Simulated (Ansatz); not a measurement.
Mulliken charges of AlCl (`[Al][Cl]`) from PBE/def2-TZVPP in Ansatz (PBE0-D4/def2-TZVP geometry).

```json
{"atom": "Al1", "x (Å)": "0.000", "y (Å)": "0.000", "z (Å)": "-0.008", "charge (e)": "0.247"}
{"atom": "Cl2", "x (Å)": "0.000", "y (Å)": "0.000", "z (Å)": "2.138", "charge (e)": "-0.247"}
```

Q: By hand: the dipole of these point charges (1 e Å = 4.8032 D).

A: Σ q r = (0.000, 0.000, -0.530) e Å, of length 0.530 e Å = 2.55 D.

Q: How does the dipole of the full density compare? (Estimate.)

A: Ansatz gave: (0.000, 0.000, -0.290) e Å, 1.39 D; the point charges give 1.83 times that, at 0° from its direction.

Point charges leave out the atoms' own dipoles, such as those of lone pairs, and Mulliken's split depends on the basis, so the two needn't agree.
